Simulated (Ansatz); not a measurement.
Zinc-blende BAs was calculated with G0W0@PBE (Ansatz, a first-principles code, plane waves, hard PAW, contour deformation).

The cell has the measured lattice parameters. Conventional cell: a = 4.7770 Å, b = 4.7770 Å, c = 4.7770 Å, α = 90.00°, β = 90.00°, γ = 90.00°.

The quasiparticle gap at Γ at a fixed k mesh 4×4×4:

```
response cutoff          value (eV)
-----------------------  ----------
150 eV, 209 empty bands       4.064
200 eV, 322 empty bands       4.082
250 eV, 449 empty bands       4.091
300 eV, 591 empty bands       4.096
```

Question: Taking the value to converge with the response cutoff E as E^(−3/2), extrapolate from the last two rows.

Answer: With y = y∞ + c/w and weights w = 3953 and 5196 for the last two rows, y∞ = (w2 y2 − w1 y1)/(w2 − w1) = (5196 × 4.096 − 3953 × 4.091)/1243 = 4.112 eV, which lies 0.016 beyond the last row. Successive pairs of rows give 4.115, 4.114, 4.112. The limit also hangs on the law assumed, so its last digits aren't firm.

The other settings are not extrapolated, so this is the limit in one setting alone.

At the last cutoff the smallest gap on this mesh is 2.05 eV, with an edge away from Γ.

Spin–orbit coupling is not included.
